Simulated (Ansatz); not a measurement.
**How methods differ on BH2SF (SMILES FBS)**

BH2SF has 5 atoms, charge 0, and is taken as a singlet. As SMILES, `FBS`. The shape is that of a PBE0-D4/def2-TZVP optimisation. This is one conformer, not always the lowest.

Quantity: the vertical energy of the triplet above the singlet, in eV. The values are calculated.

| level | kind | program | value (eV) | CPU time (all runs) |
| --- | --- | --- | --- | --- |
| SVWN5/def2-SVPD | LDA | Ansatz | 5.55 | 13 s |
| BLYP/def2-SVPD | GGA | Ansatz | 5.52 | 24 s |
| r2SCAN/def2-SVPD | meta-GGA | Ansatz | 5.51 | 64 s |
| PBE0/def2-SVPD | global hybrid | Ansatz | 5.54 | 26 s |
| CAM-B3LYP/def2-SVPD | range-separated hybrid | Ansatz | 5.64 | 26 s |
| B2PLYP/def2-SVPD | double hybrid | Ansatz | 5.75 | 23 s |
| RPA@PBE/def2-SVPD | RPA | Ansatz | 5.64 | 37 s |
| CCSD/def2-SVPD | coupled cluster or CI | Ansatz | 5.72 | 62 s |
| FCI/STO-3G | full CI, core frozen | Ansatz | 6.63 | 52 s |

The values span 5.51 to 6.63 eV. A triplet this far above the singlet is often a Rydberg-like or dissociative state; sets without diffuse functions put Rydberg states too high. High-level rows in very small sets aren't better than simpler rows in larger ones. CPU times are rough (shared hosts, several kinds of processor and program).
